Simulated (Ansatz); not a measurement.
# C₂H₂Cl₂F₂, SMILES FCC(F)(Cl)Cl: a single point in a Gaussian basis

Program: the Ansatz DFT code, driven from Python.

The script, `run_energy.py`:
```python
'''Single point of C2H2Cl2F2.'''

from pathlib import Path
import warnings

import ansatz as az
from ase import Atoms

warnings.simplefilter('ignore', az.DeckWarning)

atoms = Atoms(['F', 'C', 'C', 'F', 'Cl', 'Cl', 'H', 'H'], positions=[
    (-0.3663, -1.2845, 1.2756),
    (0.3335, -0.6988, 0.2631),
    (-0.3571, 0.5628, -0.3041),
    (-1.4478, 0.2419, -0.8514),
    (0.7031, 1.2676, -1.5853),
    (-0.5983, 1.7859, 0.987),
    (1.3576, -0.488, 0.6791),
    (0.4675, -1.444, -0.5197),
])
c2h2cl2f2 = az.Crystal.molecule_from_ase(atoms)

setup = (
    c2h2cl2f2.calculation()
    .basis(gaussian='cc-pVDZ')
    .functional('CAM-B3LYP')
    .orbitals()
)
result = setup.run(runs_dir='c2h2cl2f2_runs')
rep = result.report

for key in ('converged', 'free_energy_ev', 'reference_energy_ev', 'n_frozen', 'n_occupied', 'n_virtual'):
    print(f'{key:22s} {rep[key]}')

lines = Path(rep['orbitals_path']).read_text().splitlines()
field_of = lambda key: [line.split('=')[1].strip() for line in lines if line.startswith(key)]
orbitals = [(27.211386 * float(e), s, float(n)) for e, s, n in zip(field_of('Ene='), field_of('Spin='), field_of('Occup='))]
homo = max(e for e, _, n in orbitals if n > 0.5)
lumo = min(e for e, _, n in orbitals if n < 0.5)
print(f'HOMO {homo:.3f} eV, LUMO {lumo:.3f} eV, gap {lumo - homo:.3f} eV')
```

```console
$ python run_energy.py
converged              True
free_energy_ev         -32583.722626183742
reference_energy_ev    -32583.722626183742
n_frozen               0
n_occupied             [33, 33]
n_virtual              [69, 69]
HOMO -10.315 eV, LUMO 0.965 eV, gap 11.280 eV
```

Notes:
- The settings weren't tested for convergence.
- The geometry is a force-field or estimated start, not a minimum of this method, and the basis set is short of its limit.
- Levels such as HOMO and LUMO are orbital energies: with these approximate functionals they aren't the ionisation energy and electron affinity, and their gap isn't the fundamental gap.
- The whole script took 4.4 s on 1 thread of Arm Neoverse V2, with other jobs on the host, peak memory 0.33 GiB.

(A comment or docstring line of the script was reworded after the run, the code is as it ran.)
